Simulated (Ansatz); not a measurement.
## Scan of [BH2···H···CH2], triplet

Starting geometry:

```yaml
atoms:
  - { symbol: B, position_ang: [-1.3349, 0.0000, 0.0000] }
  - { symbol: H, position_ang: [-1.9316, 1.0336, 0.0000] }
  - { symbol: H, position_ang: [-1.9316, -1.0336, 0.0000] }
  - { symbol: H, position_ang: [-0.1414, 0.0000, 0.0000] }
  - { symbol: C, position_ang: [1.2571, 0.0000, 0.0000] }
  - { symbol: H, position_ang: [1.6716, 0.0000, 0.9962] }
  - { symbol: H, position_ang: [1.6716, 0.0000, -0.9962] }
```

From there H4 is moved from one fragment to the other while all else, the fragments' distance too, stays fixed; atoms are numbered as listed. Energies are in kJ/mol, counted from the starting geometry at the same level. Kohn–Sham curves are unrestricted where that lies lower.

Basis cc-pVDZ; Ansatz 0.2.0. Only valence electrons are correlated (noble-gas cores frozen). R marks a restricted (for open shells ROHF) determinant, U an unrestricted one.

In so small a basis the reference is far from its limit while semilocal and hybrid functionals are nearer theirs (RPA and double hybrids share much of the reference's basis error), so the functionals' errors here hold much of the reference's basis and frozen-core error, which can add to them or hide them.

Full CI isn't at hand for all of this; UCCSDT(Q) serves as the reference, and is uncertain by about the last step of the cluster series.

```
distance B1-H4 (Å)  UCCSDT(Q)   PBE0  B3LYP  CAM-B3LYP  wB97M-V  B2PLYP
             1.110       14.0   17.8   16.3       15.6     14.8    14.9
             1.194        0.0    0.0    0.0        0.0      0.0     0.0
             1.238       -3.2   -5.0   -4.4       -4.1     -3.8    -3.7
             1.282       -5.0   -8.3   -7.2       -6.7     -6.3    -6.1
             1.326       -6.3  -10.7   -9.3       -8.6     -8.1    -7.9
             1.370       -7.4  -12.4  -10.7      -10.2     -9.4    -9.3
             1.414       -7.9  -13.1  -11.3      -11.0    -10.0   -10.1
             1.458       -7.1  -12.1  -10.3      -10.4     -9.1    -9.6
             1.502       -3.6   -8.1   -6.6       -7.1     -5.5    -6.4
```

(1) Judged by the spread of the error over the points with a reference (largest less smallest), which of these follows UCCSDT(Q) best and which worst?

Answers

(1) Subtracting the UCCSDT(Q) column from each: best wB97M-V (errors from -2.1 to 0.8, spread 2.9 kJ/mol), worst PBE0 (from -5.2 to 3.7, spread 8.9 kJ/mol). Functionals and wave-function methods converge differently with the basis, so part of this is basis effect.
